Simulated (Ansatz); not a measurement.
**CH₆AlB: taking an electron away**

The task here is to estimate one member of a computed series from the others.

The runs use Ansatz 0.2.0, Gaussian basis; unrestricted cation, the program's frozen cores in correlated methods.

Levels to be run: UKS PBE-D4/def2-TZVPP; UKS r2SCAN-D4/def2-TZVPP; UKS PBE0-D4/def2-TZVPP; UKS B3LYP-D4/def2-TZVPP; UKS wB97X-V/def2-TZVPP; UKS wB97M-V/def2-TZVPP; UKS B2PLYP/def2-TZVPP; UHF-CCSD(T)/def2-TZVPP; UHF-MP2/def2-QZVPP; extrapolation to the limit; then −ε(HOMO) from the neutral's earlier runs with LDA (SPW92), PBE-D4, revPBE-D4, BLYP-D4, r2SCAN-D4, B97M-V, PBE0-D4, B3LYP-D4, r2SCANh-D4, r2SCAN0-D4, HSE06-D4, BHLYP-D4, CAM-B3LYP-D4, LC-ωPBE, ωB97X-V, ωB97M-V.

**The relaxed structure**

An earlier PBE0-D4 in a triple-zeta def2 set relaxation fixed the geometry.

SMILES `C[BH][AlH2]`, 9 atoms, charge 0, spin multiplicity 1.

Atoms are counted from 1 here; the program's logs count them from 0.

Bond lengths: C1–B2 1.558 Å, C1–H4 1.091 Å, C1–H5 1.094 Å, C1–H6 1.106 Å, B2–Al3 2.128 Å, B2–H7 1.207 Å, Al3–H8 1.597 Å, Al3–H9 1.596 Å. Angles: B2–C1–H4 117.4°, B2–C1–H5 114.3°, B2–C1–H6 102.6°, H4–C1–H5 109.8°, H4–C1–H6 106.4°, H5–C1–H6 105.0°, C1–B2–Al3 127.0°, C1–B2–H7 115.2°, Al3–B2–H7 117.7°, B2–Al3–H8 121.8°, B2–Al3–H9 121.4°, H8–Al3–H9 116.8°.

The first run:

Contents of in.yaml:

```yaml
crystal:
  periodic: [false, false, false]
  atoms:
    - {symbol: C, position_ang: [-0.672491, 0.651000, -1.105481]}
    - {symbol: B, position_ang: [0.389844, 0.492507, 0.023154]}
    - {symbol: Al, position_ang: [0.673286, -1.196291, 1.286572]}
    - {symbol: H, position_ang: [-1.127953, -0.259652, -1.497394]}
    - {symbol: H, position_ang: [-0.357424, 1.293970, -1.932244]}
    - {symbol: H, position_ang: [-1.480624, 1.211443, -0.600231]}
    - {symbol: H, position_ang: [1.070434, 1.467924, 0.229874]}
    - {symbol: H, position_ang: [-0.160263, -1.386564, 2.635005]}
    - {symbol: H, position_ang: [1.753491, -2.320735, 0.943742]}
basis:
  gaussian: {orbitals: def2-TZVPP}
total_charge: 1
magnetization: {spin_polarized: true, initial_magnetization: 1}
hamiltonian: {xc: pbe, dispersion: d4}
```

Launch:

```bash
ansatz run in.yaml --threads 2 --pin off --events-out ev --progress --plain --max-ram 4352MiB
```

Among the steps run: Cation, UKS PBE-D4/def2-TZVPP; Cation, UKS r2SCAN-D4/def2-TZVPP; Cation, UKS PBE0-D4/def2-TZVPP; Cation, UKS B3LYP-D4/def2-TZVPP; Cation, UKS wB97X-V/def2-TZVPP; Cation, UKS wB97M-V/def2-TZVPP; Cation, UKS B2PLYP (frozen core)/def2-TZVPP; Cation, UHF-CCSD(T)/def2-TZVPP; Cation, UHF-MP2/def2-QZVPP.

One table of the session follows, with a row left open; its other results are not shown here.

For comparison, −ε(HOMO) of the neutral from earlier runs:

| functional | −ε(HOMO) (eV) |
| --- | --- |
| LDA (SPW92) | 5.92 |
| PBE-D4 | 5.87 |
| revPBE-D4 | 5.84 |
| BLYP-D4 | 5.77 |
| r2SCAN-D4 | 6.09 |
| B97M-V | 6.16 |
| PBE0-D4 | 7.02 |
| B3LYP-D4 | 6.85 |
| r2SCANh-D4 | 6.52 |
| r2SCAN0-D4 | 7.16 |
| HSE06-D4 | 6.62 |
| BHLYP-D4 | 8.11 |
| CAM-B3LYP-D4 | 8.37 |
| LC-ωPBE | 9.69 |
| ωB97X-V | ? |
| ωB97M-V | 9.14 |

Q: Estimate the row for ωB97X-V from the others.

The run gave: −ε(HOMO) (eV): 9.35. In the column «−ε(HOMO) (eV)» it lies between ωB97M-V (9.14) and LC-ωPBE (9.69).
